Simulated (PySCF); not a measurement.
## Nitrogen: a sound run and one with changed settings

Sound run: N [He] 2s2 2p3, N⁺ [He] 2s2 2p2. All numbers are calculated (PySCF 2.14, scalar relativity by spin-free X2C-1e, in cc-pVDZ-DK (3s2p1d, 14 functions)). The sound run starts from symmetry-adapted Hartree-Fock orbitals and uses a fine grid where one is needed.

Changed run: 14 angular points. This setting is unsound on purpose.

| species | method | sound run (hartree) | changed run (hartree) | converged |
| --- | --- | --- | --- | --- |
| N | UHF | -54.42027 | -54.42027 | yes |
| N | TPSS | -54.62871 | -54.62871 | yes |
| N | PBE0 | -54.56049 | -54.56049 | yes |
| N⁺ | UHF | -53.90990 | -53.90990 | yes |
| N⁺ | TPSS | -54.09348 | -54.09476 | yes |
| N⁺ | PBE0 | -54.02268 | -54.02264 | yes |

Ionisation energy of N:

| method | sound run (eV) | changed run (eV) |
| --- | --- | --- |
| UHF | 13.888 | 13.888 |
| TPSS | 14.564 | 14.530 |
| PBE0 | 14.634 | 14.636 |

A coarse angular grid integrates products of high-l functions wrongly, so density functionals can shift, and the SCF can exploit the error; Hartree-Fock and MP2 need no grid.

For comparison, NIST gives 14.534 eV between the lowest levels.
